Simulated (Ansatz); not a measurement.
System: hcp Sc. Method: PBE-D4 in Ansatz (plane waves, PAW).

Settings: plane-wave cutoff 520 eV, 18×18×10 k mesh (along the axes of the cell as run), Fermi–Dirac smearing 0.05 eV, scalar-relativistic PAW data made under PBE.

Cell (relaxed at this level):

```
CELL_PARAMETERS angstrom
      1.64340    -2.84646     0.00000
      1.64340     2.84646     0.00000
      0.00000     0.00000     5.10661
ATOMIC_POSITIONS crystal
  Sc 0.33333 0.66667 0.25000
  Sc 0.66667 0.33333 0.75000
```

Task: What does this level give for the bulk modulus and pressure derivative B′ of the bulk modulus?

Result: 
* **bulk modulus**: 56.4 GPa
* **pressure derivative B′ of the bulk modulus**: 3.3

The run finds no gap.

Measured, for comparison: bulk modulus 55.6 GPa (zero-point energy and finite temperature contributions removed, our sources range from 44.5 to 55.6; as tabulated in doi:10.1021/acs.jctc.3c00612). Computed (rounded) less measured: bulk modulus not scored (sources differ).

Note: the bulk modulus comes from volumes at which shape and atoms were relaxed.

Static lattice: no zero-point or thermal effects.

Cost on a shared machine: around 110 core-seconds (rough).

Ansatz is a program for electronic structure.
